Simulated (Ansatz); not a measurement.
How far each method lies from full CI for NH$_{4}$⁺, singlet

Geometry: a point of a stretch scan, not a stationary point.

```xyz
5

N    -0.0038    0.0038   -0.0039
H     0.5865    0.5962    0.5863
H    -0.5968   -0.5844    0.5878
H    -0.5240    0.5246   -0.5287
H     0.5877   -0.5898   -0.5915
```

Basis 6-31G; Ansatz 0.2.0. Correlated methods freeze the noble-gas cores, which leaves 8 electrons in 16 orbitals. Prefix R: restricted or restricted open-shell reference. Active spaces: valence = (8e, 8o) chosen from the atoms' valence shells; pair = (2e, 2o) about the gap.

Full CI is exact within this basis and frozen core; it isn't the basis-set limit.

```
UHF ⟨S²⟩                          : 0.000
T1 diagnostic (RCCSD)             : 0.0057
largest doubles amplitude (RCCSD) : 0.040
```

```tsv
level	E − E(full CI) (kJ/mol)	share of correlation (%)	wall time
RHF	342.0	0.00	–
RMP2	43.2	87.37	–
CISD	16.7	95.12	0.27 s
RCCSD	4.1	98.80	–
RCCSD(T)	0.9	99.73	0.18 s
BCCD(T)	0.9	99.73	0.15 s
RCCSDT	0.6	99.82	–
CISDTQ	0.4	99.88	0.54 s
RCCSDT(Q)	0.0	100.00	0.33 s
RCCSDTQ	0.0	99.99	1.8 s
CASSCF (pair space)	294.6	13.87	–
NEVPT2 (pair space)	35.4	89.64	0.15 s
MRCISD (pair space)	12.6	96.31	–
MRCISD+Q (pair space)	1.8	99.47	0.21 s
CASSCF (valence space)	73.6	78.47	–
NEVPT2 (valence space)	16.8	95.10	1.8 s
MRCISD (valence space)	0.8	99.77	–
MRCISD+Q (valence space)	0.0	100.00	2.3 s
```

The correlation energy at full CI, counted from RHF, is -3.544 eV. That run took 3.6 s on 1 thread of Arm Neoverse V2, shared host over 1,656,848 determinants.

Times hold each run's SCF and search for its determinant on a shared host, so for small cases they say little of a method's own cost; they ran on 1 thread of Arm Neoverse V2. Some runs computed forces too.

The full-CI state has the irrep A' of Cs, in the program's axes (one component, if the state is degenerate).

Natural occupations of full CI about the gap: 1.985 1.975 1.971 1.971 0.023 0.023 0.021 0.016 0.004 0.004; effectively unpaired electrons, Σ n²(2−n)², 0.02.
